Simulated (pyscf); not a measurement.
Cl–B(Cl)–Cl (SMILES ClB(Cl)Cl) + NH₃ (SMILES N) → HCl (SMILES Cl) + H₂N–B(Cl)–Cl (SMILES NB(Cl)Cl) (four-centre exchange; singlet surface; B–Cl, H–N broken, Cl–H, B–N formed). Structures and frequencies: ωB97X-D3(BJ)/def2-SVP in PySCF. Energies in kJ/mol from the separated reactants.

| level | barrier | reaction energy |
|---|---|---|
| ωB97X-D3(BJ)/def2-TZVP | 24.1 | -47.4 |
| PBE/def2-TZVP | 12.7 | -44.4 |
| r²SCAN/def2-TZVP | 11.8 | -47.4 |
| PBE0-D3(BJ)/def2-TZVP | 9.8 | -49.0 |
| M06-2X/def2-TZVP | (withheld) | -54.5 |
| HF/def2-TZVP | (withheld) | (withheld) |

Q: Fill in the missing entries.

A: 
- M06-2X/def2-TZVP, barrier: 19.4
- HF/def2-TZVP, barrier: 78.6
- HF/def2-TZVP, reaction energy: -60.9

The functionals in the table span 14.3 kJ/mol in this barrier, from PBE0-D3(BJ) to ωB97X-D3(BJ). On the reactant side the descent ends in an adduct with a B–N contact, 110.0 kJ/mol under the separated species and 134.0 kJ/mol under the saddle at ωB97X-D3(BJ)/def2-TZVP. What is counted as formed (B–N) is already present as a longer contact in the reactant adduct; forming that adduct is a step of its own. This is the saddle that the search found; another between the same sides may lie lower.
